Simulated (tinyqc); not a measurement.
Worked calculation: extended Hueckel theory, for N2. Computed by tinyqc, a small Python program that keeps every step (integrals from PySCF). Settings: charge = 0, K = 2.0, multiplicity = 1. Command: `OMP_NUM_THREADS=1 python tinyqc.py 29383 29384 out.jsonl` (the two numbers bound the seeds that draw the settings). One thread of a shared host (Intel(R) Xeon(R) Processor @ 2.60GHz), about 0.01 s of CPU time with the checks.

## Overlaps

Geometry (angstrom):
```
atom         x         y         z
N     0.000000  0.000000  0.000000
N     0.000000  0.000000  1.126000
```

Parameters chosen for this run:
```
element  shell  Slater exponent   H_ii (eV)
N           2s         1.950000  -26.000000
N           2p         1.950000  -13.400000
```

Slater orbitals, each expanded in six Gaussians scaled to its exponent.

overlap S, order 1N 2s, 1N 2px, 1N 2py, 1N 2pz, 2N 2s, 2N 2px, 2N 2py, 2N 2pz:
```
[[1.000000, 0.000000, 0.000000, 0.000000, 0.431074, 0.000000, 0.000000, -0.429109],
 [0.000000, 1.000000, 0.000000, 0.000000, 0.000000, 0.265006, 0.000000, 0.000000],
 [0.000000, 0.000000, 1.000000, 0.000000, 0.000000, 0.000000, 0.265006, 0.000000],
 [0.000000, 0.000000, 0.000000, 1.000000, 0.429109, 0.000000, 0.000000, -0.326434],
 [0.431074, 0.000000, 0.000000, 0.429109, 1.000000, 0.000000, 0.000000, 0.000000],
 [0.000000, 0.265006, 0.000000, 0.000000, 0.000000, 1.000000, 0.000000, 0.000000],
 [0.000000, 0.000000, 0.265006, 0.000000, 0.000000, 0.000000, 1.000000, 0.000000],
 [-0.429109, 0.000000, 0.000000, -0.326434, 0.000000, 0.000000, 0.000000, 1.000000]]
```

## Wolfsberg-Helmholz matrix

diagonal H_ii (eV): [-26.000000, -13.400000, -13.400000, -13.400000, -26.000000, -13.400000, -13.400000, -13.400000]

K = 2.000000

H_ij = K' S_ij (H_ii + H_jj)/2 for i != j (the diagonal keeps H_ii), with K' = 2.

H (eV), order 1N 2s, 1N 2px, 1N 2py, 1N 2pz, 2N 2s, 2N 2px, 2N 2py, 2N 2pz:
```
[[-26.000000, 0.000000, 0.000000, 0.000000, -22.415823, 0.000000, 0.000000, 16.906912],
 [0.000000, -13.400000, 0.000000, 0.000000, 0.000000, -7.102171, 0.000000, 0.000000],
 [0.000000, 0.000000, -13.400000, 0.000000, 0.000000, 0.000000, -7.102171, 0.000000],
 [0.000000, 0.000000, 0.000000, -13.400000, -16.906912, 0.000000, 0.000000, 8.748423],
 [-22.415823, 0.000000, 0.000000, -16.906912, -26.000000, 0.000000, 0.000000, 0.000000],
 [0.000000, -7.102171, 0.000000, 0.000000, 0.000000, -13.400000, 0.000000, 0.000000],
 [0.000000, 0.000000, -7.102171, 0.000000, 0.000000, 0.000000, -13.400000, 0.000000],
 [16.906912, 0.000000, 0.000000, 8.748423, 0.000000, 0.000000, 0.000000, -13.400000]]
```

## Orbitals

valence electrons = 10

Solve H C = S C e through S^(-1/2); fill by pairs from the bottom, a degenerate level sharing its electrons equally; each orbital has its largest coefficient positive (the first on a tie).

orbital energies (eV): [-33.995611, -20.031965, -16.207168, -16.207168, -13.496998, -8.568550, -8.568550, 67.497771]

occupations: [2.000000, 2.000000, 2.000000, 2.000000, 2.000000, 0.000000, 0.000000, 0.000000]

coefficients, order 1N 2s, 1N 2px, 1N 2py, 1N 2pz, 2N 2s, 2N 2px, 2N 2py, 2N 2pz:
```
[[0.571407, 0.503682, 0.000000, 0.000000, -0.245795, 0.000000, 0.000000, 1.199186],
 [0.000000, 0.000000, 0.454002, -0.434899, 0.000000, -0.156776, 0.809753, 0.000000],
 [0.000000, 0.000000, 0.434899, 0.454002, 0.000000, 0.809753, 0.156776, 0.000000],
 [0.057754, -0.473473, 0.000000, 0.000000, 0.643513, 0.000000, 0.000000, 1.097611],
 [0.571407, -0.503682, 0.000000, 0.000000, -0.245795, 0.000000, 0.000000, -1.199186],
 [0.000000, 0.000000, 0.454002, -0.434899, 0.000000, 0.156776, -0.809753, 0.000000],
 [0.000000, 0.000000, 0.434899, 0.454002, 0.000000, -0.809753, -0.156776, 0.000000],
 [-0.057754, -0.473473, 0.000000, 0.000000, -0.643513, 0.000000, 0.000000, 1.097611]]
```

sum of one-electron energies = -199.877819 eV

Within a degenerate level the vectors are fixed only up to a rotation; this is one choice.

## Mulliken analysis

P = C n C^T; charge = valence electrons (N 5) minus the sum of (P S)_ii on the atom; overlap population = 2 sum P_ij S_ij between two atoms.

charges: [0.000000, 0.000000]

Overlap populations:
```
pair     value
2-1   1.709010
```
